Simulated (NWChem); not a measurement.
Program: NWChem. System: disulfur (S2), charge 0, spin multiplicity 3, at a geometry optimised with UPBE0/def2-SVP. Its SCF solution wasn't tested for a lower state. Level: evGW@UPBE0/def2-TZVP, RI basis def2-tzvp-rifit, 6 cycles.

Input file:

```
start mol
memory heap 200 mb stack 700 mb global 1700 mb
geometry units angstroms nocenter noautoz
  S      0.000000     0.000000     0.951971
  S      0.000000     0.000000    -0.951971
  symmetry group D2h
end
basis spherical
  * library def2-tzvp
end
basis "ri basis" bse spherical
  * library def2-tzvp-rifit
end
dft
  xc pbe0
  odft
  mult 3
  iterations 100
  direct
  tolerances tight
end
task dft energy
gw
  evgw 6
  states alpha occ -1 vir -1
  states beta occ -1 vir -1
end
task dft gw
```

Output (cleaned and shortened):

```
             Northwest Computational Chemistry Package (NWChem) 7.3.0
             --------------------------------------------------------

                                NWChem Input Module
                                -------------------

 Scaling coordinates for geometry "geometry" by  1.889725989
 (inverse scale =  0.529177249)

 Turning off AUTOSYM since
 SYMMETRY directive was detected!

                             Geometry "geometry" -> ""
                             -------------------------

 Output coordinates in angstroms (scale by  1.889725989 to convert to a.u.)

  No.       Tag          Charge          X              Y              Z
 ---- ---------------- ---------- -------------- -------------- --------------
    1 S                   16.0000     0.00000000     0.00000000     0.95197100
    2 S                   16.0000     0.00000000     0.00000000    -0.95197100

 Effective nuclear repulsion energy (a.u.)      71.1520496653

            Nuclear Dipole moment (a.u.)
            ----------------------------
        X                 Y               Z
 ---------------- ---------------- ----------------
     0.0000000000     0.0000000000     0.0000000000

      Symmetry information
      --------------------

 Group name             D2h
 Group number             26
 Group order               8
 No. of unique centers     1

      Symmetry unique atoms

     1


 Summary of "ao basis" -> "" (spherical)
 ------------------------------------------------------------------------------
       Tag                 Description            Shells   Functions and Types
 ---------------- ------------------------------  ------  ---------------------
 *                         def2-tzvp                  on all atoms

 new library libraries.bse/

 Summary of "ri basis" -> "" (spherical)
 ------------------------------------------------------------------------------
       Tag                 Description            Shells   Functions and Types
 ---------------- ------------------------------  ------  ---------------------
 *                      def2-tzvp-rifit               on all atoms

                                 NWChem DFT Module
                                 -----------------

 Summary of "ao basis" -> "ao basis" (spherical)
 ------------------------------------------------------------------------------
       Tag                 Description            Shells   Functions and Types
 ---------------- ------------------------------  ------  ---------------------
 S                         def2-tzvp                13       37   5s5p2d1f

 Summary of "ao basis" -> "ao basis" (spherical)
 ------------------------------------------------------------------------------
       Tag                 Description            Shells   Functions and Types
 ---------------- ------------------------------  ------  ---------------------
 S                         def2-tzvp                13       37   5s5p2d1f

      Symmetry analysis of basis
      --------------------------

        ag         16
        au          3
        b1g         3
        b1u        16
        b2g         9
        b2u         9
        b3g         9
        b3u         9

            General Information
            -------------------
          SCF calculation type: DFT
          Wavefunction type:  spin polarized.
          No. of atoms     :     2
          No. of electrons :    32
           Alpha electrons :    17
            Beta electrons :    15
          Charge           :     0
[...]
@GW        16         -9.410           0.000
@GW        17         -9.406           0.000
@GW        18          2.530           0.000
@GW        19          7.527           0.000
@GW        20          8.719           0.000
@GW        21          8.718           0.000
@GW        22          8.671           0.000
@GW        23         10.168           0.000
@GW        24         10.168           0.000
@GW        25         10.613           0.000
@GW        26         10.613           0.000
@GW        27         11.029           0.000
@GW        28         11.029           0.000
@GW        29         11.468           0.000
@GW        30         13.588           0.000
@GW        31         13.588           0.000
@GW        32         18.777           0.000
@GW        33         19.017           0.000
@GW        34         19.197           0.000
@GW        35         19.196           0.000
@GW        36         27.182           0.000
@GW        37         41.639           0.000
@GW        38         45.565           0.000
@GW        39         45.565           0.000
@GW        40         44.000           0.000
@GW        41         44.000           0.000
@GW        42         47.919           0.000
@GW        43         47.920           0.000
@GW        44         45.685           0.000
@GW        45         45.681           0.000
@GW        46         46.473           0.000
@GW        47         47.928           0.000
@GW        48         47.927           0.000
@GW        49         52.245           0.000
@GW        50         52.245           0.000
@GW        51         53.774           0.000
@GW        52         53.774           0.000
@GW        53         53.519           0.000
@GW        54         53.519           0.000
@GW        55         52.426           0.000
@GW        56         52.756           0.000
@GW        57         52.756           0.000
@GW        58         55.287           0.000
@GW        59         55.288           0.000
@GW        60         59.005           0.000
@GW        61         59.007           0.000
@GW        62         59.861           0.000
@GW        63         75.063           0.000
@GW        64         74.080           0.000
@GW        65         74.082           0.000
@GW        66         83.832           0.000
@GW        67        251.420           0.000
@GW        68        251.418           0.000
@GW        69        253.208           0.000
@GW        70        253.208           0.000
@GW        71        257.328           0.000
@GW        72        262.830           0.000
@GW        73        501.282           0.000
@GW        74        521.182           0.000

                   Beta Orbitals
          State     Energy (eV)     Error (eV)
          -----------------------------------
@GW         1      -2475.900           0.000
@GW         2      -2475.893           0.000
@GW         3       -235.399           0.000
@GW         4       -235.399           0.000
@GW         5       -171.911           0.000
@GW         6       -171.887           0.000
@GW         7       -171.585           0.000
@GW         8       -171.585           0.000
@GW         9       -171.583           0.000
@GW        10       -171.583           0.000
@GW        11        -24.758           0.000
@GW        12        -18.373           0.000
@GW        13        -12.928           0.000
@GW        14        -11.486           0.000
@GW        15        -11.486           0.000
@GW        16         -0.880           0.000
@GW        17         -0.876           0.000
@GW        18          3.073           0.000
@GW        19          7.792           0.000
@GW        20          9.064           0.000
@GW        21          9.064           0.000
@GW        22          8.967           0.000
@GW        23         11.010           0.000
@GW        24         11.011           0.000
@GW        25         10.939           0.000
@GW        26         10.940           0.000
@GW        27         11.675           0.000
@GW        28         11.675           0.000
@GW        29         11.874           0.000
@GW        30         14.707           0.000
@GW        31         14.710           0.000
@GW        32         19.240           0.000
@GW        33         19.661           0.000
@GW        34         19.653           0.000
@GW        35         19.653           0.000
@GW        36         27.567           0.000
@GW        37         44.359           0.000
@GW        38         45.859           0.000
@GW        39         45.858           0.000
@GW        40         44.797           0.000
@GW        41         44.797           0.000
@GW        42         48.274           0.000
@GW        43         48.273           0.000
@GW        44         46.326           0.000
@GW        45         46.328           0.000
@GW        46         46.945           0.000
@GW        47         48.400           0.000
@GW        48         48.400           0.000
@GW        49         53.269           0.000
@GW        50         53.269           0.000
@GW        51         56.179           0.000
@GW        52         56.181           0.000
@GW        53         54.538           0.000
@GW        54         54.538           0.000
@GW        55         52.738           0.000
@GW        56         53.418           0.000
@GW        57         53.418           0.000
@GW        58         55.955           0.000
@GW        59         55.959           0.000
@GW        60         59.626           0.000
@GW        61         59.621           0.000
@GW        62         60.050           0.000
@GW        63         75.612           0.000
@GW        64         72.500           0.000
@GW        65         72.497           0.000
@GW        66         83.155           0.000
@GW        67        251.951           0.000
@GW        68        251.948           0.000
@GW        69        253.668           0.000
@GW        70        253.674           0.000
@GW        71        257.559           0.000
@GW        72        263.052           0.000
@GW        73        501.841           0.000
@GW        74        521.621           0.000

     GW Timing Statistics
   ------------------------
   Init.   :          0.1s
     ERIs  :          0.6s
     Distr.:          0.0s
     Vxc   :          0.6s
   Sigma_x :          0.0s
   RPA     :          9.1s
   Wmn     :          2.4s
   Sigma_c :          3.7s
   GW total:         16.5s

 Task  times  cpu:       16.5s     wall:       16.5s

 Total times  cpu:       19.9s     wall:       19.9s
```
